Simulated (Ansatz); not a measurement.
Born–Oppenheimer molecular dynamics of AlH5N2 (8 atoms, charge 0, multiplicity 1). It goes on from the last frame of an earlier run, with new velocities.

Level of theory: Ansatz, RKS PBE0-D4/def2-SVP.

```yaml
ensemble: NVT, Nosé–Hoover chain
time_step: 0.5 fs
steps_asked: 250
set_temperature: 300 K
thermostat: time constant 3 fs, chain length 1
seed: 633310
```

Frames 5 fs apart, positions in Å, forces in eV/Å.

Velocities at 20 fs (Å/ps):

```
Al 0.09 0.40 -0.04
N -2.68 2.34 -2.12
H 17.29 -13.14 26.26
H 6.49 -19.98 -12.16
N -1.23 -1.23 -2.81
H 14.92 18.67 25.48
H 0.05 -15.23 16.99
H 13.17 3.69 12.85
```

```xyz
8
Properties=species:S:1:pos:R:3:forces:R:3 time_fs=20 energy_less_start_eV=0.364 T=285
Al 0.137 0.117 0.085 -0.68 -0.61 -0.57
N -0.039 -0.120 1.825 1.19 -1.99 2.53
H -0.974 0.003 2.212 0.12 0.02 -0.02
H 0.487 -0.802 2.523 -1.29 2.17 -2.17
N 1.556 0.064 -0.950 -1.96 0.09 -0.45
H 2.508 -0.014 -0.792 2.35 -0.12 0.41
H 1.334 -0.147 -1.919 0.14 0.11 -0.03
H -1.183 0.031 -0.843 0.13 0.33 0.30
8
Properties=species:S:1:pos:R:3:forces:R:3 time_fs=25 energy_less_start_eV=0.305 T=165
Al 0.135 0.116 0.083 -0.35 -0.37 0.00
N -0.043 -0.120 1.828 -2.02 2.08 -1.32
H -0.929 -0.036 2.325 0.00 0.25 -0.36
H 0.460 -0.748 2.332 2.39 -2.27 1.96
N 1.554 0.060 -0.956 1.47 -0.06 0.42
H 2.570 0.066 -0.701 -1.37 -0.09 -0.69
H 1.351 -0.220 -1.919 0.51 0.21 0.30
H -1.146 0.079 -0.782 -0.63 0.25 -0.31
8
Properties=species:S:1:pos:R:3:forces:R:3 time_fs=30 energy_less_start_eV=0.223 T=250
Al 0.130 0.113 0.081 -1.00 -0.17 -0.50
N -0.054 -0.114 1.831 2.44 -1.88 0.87
H -0.907 -0.024 2.361 -0.13 -0.05 0.14
H 0.632 -0.817 2.306 -1.80 1.92 -0.85
N 1.562 0.056 -0.954 -0.19 0.09 0.81
H 2.531 0.119 -0.715 0.61 0.00 0.11
H 1.451 -0.243 -1.903 -0.04 -0.07 -0.67
H -1.223 0.173 -0.780 0.12 0.16 0.10
8
Properties=species:S:1:pos:R:3:forces:R:3 time_fs=35 energy_less_start_eV=0.201 T=350
Al 0.115 0.107 0.074 -1.25 0.13 -0.56
N -0.043 -0.123 1.839 -1.53 1.55 -1.90
H -0.882 -0.016 2.401 0.23 -0.08 -0.09
H 0.638 -0.668 2.240 1.92 -1.55 1.80
N 1.572 0.051 -0.945 0.90 -0.37 -0.81
H 2.564 0.164 -0.721 -0.45 -0.03 0.27
H 1.568 -0.252 -1.941 -0.40 0.39 0.98
H -1.287 0.314 -0.761 0.58 -0.03 0.32
8
Properties=species:S:1:pos:R:3:forces:R:3 time_fs=40 energy_less_start_eV=0.101 T=322
Al 0.092 0.103 0.063 0.12 0.13 -0.16
N -0.033 -0.126 1.830 2.04 -1.16 0.72
H -0.836 -0.023 2.440 -0.02 0.04 -0.15
H 0.749 -0.623 2.364 -1.56 1.06 -0.90
N 1.589 0.043 -0.940 0.46 0.33 1.64
H 2.565 0.210 -0.661 -0.67 -0.18 0.04
H 1.601 -0.216 -1.898 -0.21 -0.20 -1.08
H -1.248 0.446 -0.687 -0.16 -0.02 -0.13
8
Properties=species:S:1:pos:R:3:forces:R:3 time_fs=45 energy_less_start_eV=0.044 T=274
Al 0.076 0.101 0.054 0.65 0.16 0.04
N -0.010 -0.136 1.825 -0.17 0.09 -0.45
H -0.810 -0.017 2.432 -0.34 0.17 -0.26
H 0.715 -0.489 2.414 0.80 -0.29 0.28
N 1.602 0.038 -0.924 -1.69 -0.40 -0.57
H 2.522 0.219 -0.594 0.91 0.00 0.17
H 1.584 -0.189 -1.936 0.16 0.34 0.99
H -1.245 0.538 -0.654 -0.32 -0.06 -0.21
8
Properties=species:S:1:pos:R:3:forces:R:3 time_fs=50 energy_less_start_eV=0.047 T=416
Al 0.064 0.101 0.044 0.12 0.41 -0.05
N 0.017 -0.147 1.816 0.27 -0.07 0.42
H -0.838 0.023 2.353 0.36 -0.07 -0.21
H 0.782 -0.393 2.465 -0.63 0.16 -0.62
N 1.595 0.031 -0.904 0.70 0.38 2.08
H 2.560 0.199 -0.520 -1.44 -0.41 -0.69
H 1.601 -0.110 -1.885 0.22 -0.05 -1.09
H -1.307 0.610 -0.665 0.38 -0.36 0.17
8
Properties=species:S:1:pos:R:3:forces:R:3 time_fs=55 energy_less_start_eV=0.049 T=303
Al 0.053 0.103 0.034 0.20 0.29 0.30
N 0.046 -0.160 1.805 0.71 0.02 -0.46
H -0.830 0.061 2.243 -0.25 0.03 0.64
H 0.823 -0.261 2.472 -0.72 0.02 -0.46
N 1.585 0.024 -0.866 -1.55 -0.17 -1.82
H 2.491 0.123 -0.509 1.62 0.04 0.82
H 1.657 -0.012 -1.899 -0.19 0.08 0.92
H -1.307 0.614 -0.648 0.19 -0.30 0.06
8
Properties=species:S:1:pos:R:3:forces:R:3 time_fs=60 energy_less_start_eV=0.051 T=263
Al 0.046 0.108 0.028 0.53 0.02 0.68
N 0.069 -0.166 1.787 -1.82 0.43 -0.66
H -0.817 0.083 2.248 0.57 -0.24 -0.03
H 0.800 -0.180 2.453 0.93 -0.14 0.73
N 1.569 0.018 -0.847 1.88 0.07 0.55
H 2.535 0.042 -0.425 -1.57 -0.16 -0.52
H 1.679 0.083 -1.844 -0.03 0.04 -0.45
H -1.281 0.556 -0.628 -0.48 -0.03 -0.29
8
Properties=species:S:1:pos:R:3:forces:R:3 time_fs=65 energy_less_start_eV=0.095 T=343
Al 0.043 0.114 0.027 -0.32 0.15 -0.15
N 0.079 -0.169 1.760 1.62 0.26 2.16
H -0.740 0.066 2.293 -0.69 -0.01 0.22
H 0.864 -0.108 2.482 -1.24 -0.29 -1.73
N 1.569 0.013 -0.828 -1.40 0.33 -1.49
H 2.421 -0.089 -0.360 1.74 -0.24 0.68
H 1.687 0.192 -1.823 0.15 -0.10 0.31
H -1.347 0.471 -0.667 0.12 -0.11 0.00
8
Properties=species:S:1:pos:R:3:forces:R:3 time_fs=70 energy_less_start_eV=0.087 T=264
Al 0.036 0.121 0.025 -0.92 0.03 -0.42
N 0.093 -0.166 1.756 -2.62 0.17 -0.27
H -0.729 0.026 2.340 0.29 -0.24 -0.36
H 0.864 -0.088 2.334 2.16 0.05 1.37
N 1.566 0.009 -0.818 1.32 -0.12 0.07
H 2.430 -0.239 -0.281 -0.95 0.40 -1.05
H 1.738 0.297 -1.783 0.24 -0.26 0.46
H -1.393 0.364 -0.711 0.49 -0.04 0.20
8
Properties=species:S:1:pos:R:3:forces:R:3 time_fs=75 energy_less_start_eV=0.072 T=228
Al 0.024 0.127 0.021 -0.04 -0.25 -0.06
N 0.091 -0.160 1.760 2.01 0.27 0.83
H -0.712 -0.049 2.358 0.01 -0.05 0.46
H 1.026 -0.086 2.276 -2.13 -0.19 -0.76
N 1.572 0.007 -0.810 -0.44 0.10 0.08
H 2.383 -0.334 -0.340 0.72 -0.24 0.37
H 1.829 0.345 -1.712 0.11 0.19 -0.75
H -1.348 0.266 -0.717 -0.24 0.16 -0.15
```

Of the whole run (125 fs, mean temperature of the second half 304 K): The conserved energy stayed within 0.77 meV per atom of its start (net change 0.27 meV per atom), so the integration is sound. A run of 0.12 ps of so small a system gives no equilibrium averages.

The run took 8.4 min on 1 thread of Arm Neoverse V1 (shared host), peak memory 0.12 GiB.
